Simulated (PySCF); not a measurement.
# TDDFT excited states: HLiS

Metal hydrosulfide, HLiS.
SMILES with atom numbers: `[Li:1][SH:2]` (hydrogens: H3 on S2)

Cartesian coordinates in Å at the PBE0-D3(BJ)/def2-SVP level; atoms count from 1:
```xyz
3
HLiS angstrom
Li     1.5195   -0.2652    0.0051
S     -0.4111    0.6628   -0.0296
H     -1.1018   -0.4999   -0.0204
```

Method: TDDFT CAM-B3LYP/def2-SVPD, vertical, gas phase, core orbitals frozen in the response (PySCF 2.14.0, density-fitted response routines).

```
state  E (eV)  λ (nm)  ν̃ (cm⁻¹)       f  symmetry  main configurations (H = HOMO, L = LUMO)
   S1    3.35   370.5      26990   0.031        A″                                 H→L (96%)
   S2    4.05   306.3      32650   0.040        A′                               H-1→L (95%)
   S3    4.65   266.4      37540  0.0000         –                               H→L+1 (90%)
   S4    5.18   239.2      41810   0.084        A′                 H→L+2 (84%), H-1→L+1 (9%)
   S5    5.23   236.9      42210   0.061        A″                               H→L+3 (85%)
   S6    5.43   228.5      43770   0.058        A′                H-1→L+1 (82%), H→L+2 (10%)
   S7    5.59   221.7      45110   0.043        A″                             H-1→L+2 (92%)
   S8    5.90   210.1      47590   0.028        A′                             H-1→L+3 (86%)
   S9    6.58   188.5      53060   0.029        A″      H→L+5 (52%), H→L+4 (29%), H→L+9 (8%)
  S10    6.63   187.0      53460   0.018        A″                  H→L+4 (66%), H→L+5 (20%)
```

Triplets (Tamm–Dancoff): T1 3.30 eV, H→L (94%); T2 3.88 eV, H-1→L (93%); T3 4.61 eV, H→L+1 (83%), H→L+5 (9%); T4 4.74 eV, H→L+2 (89%).

The lowest singlet comes at 370 nm (323 kJ/mol) in the ultraviolet; it is of moderate strength; its leading configuration is HOMO→LUMO (96%). The strongest level in the table is S4 at 5.18 eV (239 nm, f = 0.084). Löwdin shares by element: HOMO sulfur 86%, hydrogen 9%, lithium 6%; LUMO lithium 90%, sulfur 10%. The oscillator strengths of these states sum to 0.392; summed over the whole spectrum of an exact calculation they would give the number of electrons, 20 (Thomas–Reiche–Kuhn). Orbital energies (eV): HOMO-3 -19.44, HOMO-2 -10.78, HOMO-1 -7.68, HOMO -6.99, LUMO -1.00, LUMO+1 0.42, LUMO+2 0.57. Weighted by f, the mean energy of these states is 5.23 eV. No computed singlet lies in the visible range (380 to 750 nm); the lowest, at 370 nm, stands 0.08 eV above its violet end (3.26 eV). The vertical ionisation energy (ΔSCF) is 8.19 eV, 1.56 eV above S10. Symmetry labels in Cs follow from the direction of the transition dipole and are given only for states with f of 0.002 or more. Only the lowest 10 singlets were computed, as vertical energies without vibronic structure.

The run took 3.0 s wall on one thread of an Intel Xeon Platinum 8375C at 2.90 GHz, shared host with 64 logical CPUs at a one-minute load of 14, and the process peaked at 0.26 GiB of memory.
